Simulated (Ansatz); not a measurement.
# Changing the shape of C₃H₆, singlet

Calculated in Ansatz's Gaussian-basis code. Basis aug-cc-pVDZ, nonrelativistic, 3 orbitals frozen in the corrections; active space CAS(2,2). Restricted Hartree–Fock, then the lowest state-specific CASSCF solution met for each case. Single-reference values can break down or jump between states where bonds are stretched. Unlike active orbitals can shift such differences by tenths of an eV, at times by over 1 eV.

Case A:

```xyz
9

C     0.0000   -0.2220   -1.2791
C     0.0000    0.4612   -0.1301
H     0.0000   -1.3081   -1.2946
H     0.0000    0.2794   -2.2408
H     0.0000    1.5499   -0.1638
C     0.0000   -0.1644    1.2306
H     0.0000   -1.2551    1.1613
H     0.8804    0.1425    1.8046
H    -0.8804    0.1425    1.8046
```

Case B:

```xyz
9

C     0.0129   -0.2092   -1.2811
C    -0.0670    0.4576   -0.1254
H    -0.4163   -1.2004   -1.3964
H     0.5086    0.2114   -2.1493
H    -0.2213    1.5356   -0.1480
C     0.0411   -0.1728    1.2288
H     0.1943   -1.2520    1.1484
H     0.8776    0.2508    1.7943
H    -0.8654    0.0017    1.8175
```

Energy less that of case A, in eV:

```
case  RHF/ROHF  CASSCF
   B    +0.843  +0.775
```

**Question.** Give the SC-NEVPT2 energies against case A.

**Answer.** B: +0.755 eV (17.4 kcal/mol).
